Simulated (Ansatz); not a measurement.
Mulliken charges of OSi (`O=[Si]`) from PBE/def2-TZVPP in Ansatz (PBE0-D4/def2-TZVP geometry).

| atom | x (Å) | y (Å) | z (Å) | charge (e) |
| --- | --- | --- | --- | --- |
| O1 | -0.641 | 0.231 | -0.324 | -0.363 |
| Si2 | 0.641 | -0.231 | 0.324 | 0.363 |

Q: By hand: the dipole of these point charges (1 e Å = 4.8032 D).

A: Σ q r = (0.465, -0.168, 0.235) e Å, of length 0.547 e Å = 2.63 D.

Q: How does the dipole of the full density compare? (An estimate is asked.)

A: Computed: (0.492, -0.178, 0.249) e Å, 2.78 D; the point charges give 0.95 times that, at 0° from its direction.

Point charges leave out the atoms' own dipoles, such as those of lone pairs, and Mulliken's split depends on the basis, so the close match here is no proof of good charges.
